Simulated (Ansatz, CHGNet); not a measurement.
For diamond-structure Si, the machine-learned potential CHGNet 0.3.0 (trained on PBE and PBE+U data) gives:

| Item | Value |
|---|---|
| elastic constant C11 | 118 GPa |
| elastic constant C44 | 41.7 GPa |
| polycrystal shear modulus | 38.7 GPa |

Task: What does r²SCANh (PAW; Ansatz, a quantum-chemistry and plane-wave program) give for the same quantities?

Result: 
- elastic constant C11: 172 GPa (grows by 46 %)
- elastic constant C44: 83.2 GPa (goes up by 100 %)
- Voigt–Reuss–Hill shear modulus: 70.2 GPa (increases by 81 %)

For comparison: elastic constant C11 168 GPa (measured, low temperature, zero-point motion not removed; as tabulated in Tanner et al. (2021), arXiv:2110.11888); elastic constant C44 80.2 GPa (measured, low temperature, zero-point motion not removed; as tabulated in Tanner et al. (2021), arXiv:2110.11888).

Changes are worked out from the printed values.

Unless a cell is named, each level is at its own relaxed cell (CHGNet 0.3.0 20.36, r²SCANh 20.09 Å³/atom).

Ansatz's density-functional and Hartree–Fock values are scalar-relativistic unless marked +SOC, with PAW data made under PBE.
